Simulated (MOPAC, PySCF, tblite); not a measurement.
# Equilibrium lattice constant a of rock-salt NaF: levels of theory against measurement

Reference value: 4.582 Å (measured, static lattice: zero-point anharmonic expansion removed; as tabulated in Mejia-Rodriguez and Trickey (2018), arXiv:1807.09216).

**Question.** Which of these levels comes closest to the reference?
(A) Hartree–Fock (PySCF)
(B) GFN1-xTB (tblite)
(C) PM6 semi-empirical Hartree-Fock (MOPAC)
(D) PBE (PySCF)

**Answer.** A, Hartree–Fock (PySCF)

| level (code) | value (Å) | error (%) |
|---|---|---|
| GFN1-xTB (tblite) | 4.686 | +2.27 |
| PM6 semi-empirical Hartree-Fock (MOPAC) | 4.947 | +7.97 |
| PBE (PySCF) | 4.706 ± 0.02 | +2.71 |
| Hartree–Fock (PySCF) | 4.610 ± 0.02 | +0.61 |

Of the ranked levels Hartree–Fock (+0.61 %) comes nearest. Among them PM6 semi-empirical Hartree-Fock (MOPAC) (+7.97 %) misses by most. Every level misses the reference by more than 0.5 %. All 4 levels lie above the reference.

A ± on a computed value is a rough bar: the spread of its extrapolation, a floor set from checks against published values, or a statistical error. GFN1-xTB, PM6 semi-empirical Hartree-Fock (MOPAC): the method was fitted mainly to molecules. GFN1-xTB, PM6 semi-empirical Hartree-Fock (MOPAC): the run uses a supercell at the zone centre in place of a k mesh.

Differences are worked out from the printed values.
